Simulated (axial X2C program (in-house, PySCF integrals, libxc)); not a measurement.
Bond lengths and stretching modes, held linear, of HPH

Computed with an in-house all-electron X2C program for linear molecules (integrals from PySCF): two-component X2C with atomic mean-field Coulomb and Gaunt terms, Gaussian nuclei, basis H dyall-v3z, P dyall-v3z with contracted cores. Spin-free rows use the one-electron spin-free X2C Hamiltonian.

Masses H 1.008, P 30.974, H 1.008 u. States: 2c Ω = 3/2 (beyond evenly filled blocks: ω = 3/2); spin-free M_S = 1/2, Λ = 1 (beyond evenly filled blocks: π+α, π+β, π-α).

BHandHLYP, 2c: energies above the lowest point

```json
{"r(H–P) (Å)": "1.3484", "r(P–H) (Å)": "1.3484", "E (meV)": "8.65"}
{"r(H–P) (Å)": "1.3484", "r(P–H) (Å)": "1.3830", "E (meV)": "4.68"}
{"r(H–P) (Å)": "1.3484", "r(P–H) (Å)": "1.4176", "E (meV)": "30.42"}
{"r(H–P) (Å)": "1.3830", "r(P–H) (Å)": "1.3484", "E (meV)": "4.68"}
{"r(H–P) (Å)": "1.3830", "r(P–H) (Å)": "1.3830", "E (meV)": "0.00"}
{"r(H–P) (Å)": "1.3830", "r(P–H) (Å)": "1.4176", "E (meV)": "25.00"}
{"r(H–P) (Å)": "1.3830", "r(P–H) (Å)": "1.4522", "E (meV)": "75.05"}
{"r(H–P) (Å)": "1.4176", "r(P–H) (Å)": "1.3484", "E (meV)": "30.42"}
{"r(H–P) (Å)": "1.4176", "r(P–H) (Å)": "1.3830", "E (meV)": "25.00"}
{"r(H–P) (Å)": "1.4176", "r(P–H) (Å)": "1.4176", "E (meV)": "49.24"}
{"r(H–P) (Å)": "1.4522", "r(P–H) (Å)": "1.3830", "E (meV)": "75.05"}
{"r(H–P) (Å)": "1.4522", "r(P–H) (Å)": "1.4522", "E (meV)": "146.99"}
```

Fit a quadratic surface with cubic terms in each bond: where is the minimum, and what are the two stretching wavenumbers?

At BHandHLYP, 2c: bonds 1.370 and 1.370 Å; harmonic stretches 2626.4 and 2776.9 cm⁻¹; force constants 4.2, 4.2 and coupling -0.10 mdyn/Å.

The other levels and Hamiltonians give:

```
Hamiltonian      level  r(H–P) (Å)  r(P–H) (Å)  lower stretch (cm⁻¹)  upper stretch (cm⁻¹)
         2c       PBE0       1.382       1.382                2574.7                2723.0
         2c         HF       1.371       1.371                2671.7                2807.0
         2c        MP2       1.376       1.376                2611.0                2776.9
  spin-free       PBE0       1.382       1.382                2575.1                2723.4
  spin-free         HF       1.371       1.371                2672.0                2807.3
  spin-free  BHandHLYP       1.370       1.370                2626.7                2777.3
  spin-free        MP2       1.375       1.375                2611.3                2777.3
```

Each state is one determinant, the lowest of a limited PBE0 search; the stretches come from a fit to these few points and carry an uncertainty of a few per cent. Other orders of the atoms were not compared. MP2 freezes inner shells (threshold -2 hartree). The molecule was held linear; bending was not examined, so a bent shape may lie lower. Hydrosulfides and their kin are strongly bent in nature, so this linear model does not describe the real molecule. Note: functional without a current term on a determinant with orbital currents, of the molecule or an atom.
